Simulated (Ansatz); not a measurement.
This geometry of AlFH2 + H4Si (9 atoms, charge 0, multiplicity 1) is a first-order saddle point.

Computed with Ansatz, RKS LDA/def2-SVP.

```xyz
9
Properties=species:S:1:pos:R:3
Al -0.005 -0.248 -0.070
F -0.018 0.286 1.785
H 1.372 0.217 -0.729
H -1.468 0.058 -0.629
Si 0.169 -2.601 0.918
H -0.703 -3.372 -0.046
H 1.568 -3.157 0.871
H -0.382 -2.928 2.294
H 0.017 -0.773 1.805
```

(1) Which two structures does it join? (They come from a converged band through this point; their orientation in space is the band's.)

(2) How far does it lie above each of them?

Answers

(1) Bonds broken: Si5–H9. AlFH2 + H4Si becomes AlFH6Si.

Image 0:

```xyz
9
Properties=species:S:1:pos:R:3
Al -0.085 0.074 0.160
F 0.225 1.245 1.313
H 1.181 -0.518 -0.619
H -1.608 -0.113 -0.277
Si 0.185 -2.682 1.100
H -0.397 -2.735 -0.280
H 1.654 -2.972 1.123
H -0.586 -3.554 2.051
H -0.017 -1.261 1.630
```

Image 6:

```xyz
9
Properties=species:S:1:pos:R:3
Al 0.055 -0.251 -0.145
F -0.197 -0.008 1.764
H 1.449 0.465 -0.461
H -1.346 0.172 -0.789
Si 0.199 -2.611 0.589
H -0.905 -3.618 0.386
H 1.498 -3.365 0.735
H -0.058 -2.285 2.120
H -0.143 -1.016 2.002
```

(2) 1.28 eV above the first and 0.26 eV above the second. This is the barrier of this one path; another mechanism may lie lower. The orbitals stay closed-shell, which can raise the energy where a bond breaks towards radicals; this wasn't checked here.

Time of the run: 38 s on 1 thread of Intel(R) Xeon(R) 6975P-C (Granite Rapids), on a shared host, peak memory 0.15 GiB.
